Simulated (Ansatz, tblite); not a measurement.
# The cluster V2O2: a ladder of methods and basis sets

Aim: run the singlet of the cluster V2O2 at one geometry on many levels, and compare frontier levels, spin and run time.

Computed with Ansatz 0.2.0, Gaussian basis. Level: as each input shows.

Plan: GFN1-xTB, GFN2-xTB, PBE-D4/def2-TZVP, r2SCAN-D4/def2-TZVP, BLYP-D4/def2-TZVP, ωB97M-V/def2-TZVP, B97M-V/def2-TZVP, ωB97X-V/def2-TZVP, revPBE-D4/def2-TZVP, PBE+5HF/def2-TZVP, PBE+10HF/def2-TZVP, PBE+15HF/def2-TZVP, PBE+35HF/def2-TZVP, PBE+50HF/def2-TZVP, PBE-D4/def2-SVP, PBE0-D4/def2-SVP, HF/STO-3G, PBE0-D4/def2-TZVPD, PBE-D4/def2-TZVPD, r2SCAN-D4/def2-TZVPD, CCSD(T)/def2-TZVPP, MP2/def2-TZVP, RPA/def2-TZVP.

## (1) The relaxed structure

The singlet was relaxed beforehand with r2SCAN-D4/def2-SVP. At that level it is the lowest of the isomers that a small search found.

4 atoms, charge 0, spin multiplicity 1.

Bond lengths: V1–O3 1.811 Å, V1–O4 1.810 Å, V2–O3 1.810 Å, V2–O4 1.811 Å. Angles: O3–V1–O4 118.6°, O3–V2–O4 118.6°, V1–O3–V2 61.4°, V1–O4–V2 61.4°.

No spin-orbit coupling is included.

PBE0-D4/def2-TZVP was run before; its log isn't repeated, and its numbers join the tables.

## (2) GFN1-xTB

Tight binding, by tblite at 300 K electronic temperature and without a spin-polarisation term:

```python
tblite.interface.Calculator('GFN1-xTB', numbers, positions, charge=0, uhf=0).singlepoint()
```

Energy -327.6356 eV, HOMO -11.74 eV, LUMO -11.38 eV; 0.003 s.

## (3) GFN2-xTB

Tight binding, by tblite at 300 K electronic temperature and without a spin-polarisation term:

```python
tblite.interface.Calculator('GFN2-xTB', numbers, positions, charge=0, uhf=0).singlepoint()
```

Energy -320.9162 eV, HOMO -10.24 eV, LUMO -9.85 eV; 0.003 s.

## (4) PBE-D4/def2-TZVP

start.molden holds the orbitals of an earlier run on this state, given as this run's starting guess.

The input, in.yaml:

```yaml
crystal:
  periodic: [false, false, false]
  atoms:
    - {symbol: V, position_ang: [-0.906591, 0.100414, 0.145917]}
    - {symbol: V, position_ang: [0.906735, -0.100499, -0.145571]}
    - {symbol: O, position_ang: [0.249509, 1.430101, 0.562911]}
    - {symbol: O, position_ang: [-0.249663, -1.430016, -0.563246]}
basis:
  gaussian: {orbitals: def2-TZVP, initial_orbitals: start.molden}
hamiltonian: {xc: pbe, dispersion: d4}
scf: {omitted_lower_state_checks: [starts]}
output: {forces: true, orbitals: {seedname: orbitals}}
```

Command:

```bash
$ ansatz run in.yaml --threads 4 --pin off --events-out ev --progress --plain --max-ram 3916MiB
```

Further steps of the session: r2SCAN-D4/def2-TZVP; BLYP-D4/def2-TZVP; ωB97M-V/def2-TZVP; B97M-V/def2-TZVP; ωB97X-V/def2-TZVP; revPBE-D4/def2-TZVP; PBE+5HF/def2-TZVP; PBE+10HF/def2-TZVP; PBE+15HF/def2-TZVP; PBE+35HF/def2-TZVP; PBE+50HF/def2-TZVP; PBE-D4/def2-SVP; PBE0-D4/def2-SVP; HF/STO-3G; PBE0-D4/def2-TZVPD; PBE-D4/def2-TZVPD; r2SCAN-D4/def2-TZVPD; CCSD(T)/def2-TZVPP; MP2/def2-TZVP; RPA/def2-TZVP.

Q: Predict the results of all the runs planned. Wanted: gap in def2-TZVP, named functionals, smallest and largest; gap over the share of exact exchange; correlation energy, CCSD(T)/def2-TZVPP; correlation energy, MP2/def2-TZVP; binding an atom, functionals in def2-TZVP; PBE0 total energy, smallest basis above largest.

**Answer**, as computed:

```
                                                 quantity                                value
gap in def2-TZVP, named functionals, smallest and largest  1.36 eV (PBE-D4), 6.88 eV (ωB97X-V)
                     gap over the share of exact exchange         1.36 eV at 0, 4.82 eV at 0.5
                   correlation energy, CCSD(T)/def2-TZVPP                            -47.87 eV
                        correlation energy, MP2/def2-TZVP                            -38.41 eV
                binding an atom, functionals in def2-TZVP   3.40 (ωB97M-V) to 3.98 eV (B97M-V)
          PBE0 total energy, smallest basis above largest      12.13 eV (def2-SVP, def2-TZVPD)
```

In words: Over the named functionals in def2-TZVP the gap runs from 1.36 eV (PBE-D4) to 6.88 eV (ωB97X-V); exact exchange widens it. Raising the share of exact exchange from 0 to 0.5 moves the HOMO by -1.77 eV and the LUMO by +1.69 eV. Notes on CCSD(T)/def2-TZVPP: state flagged by the program.
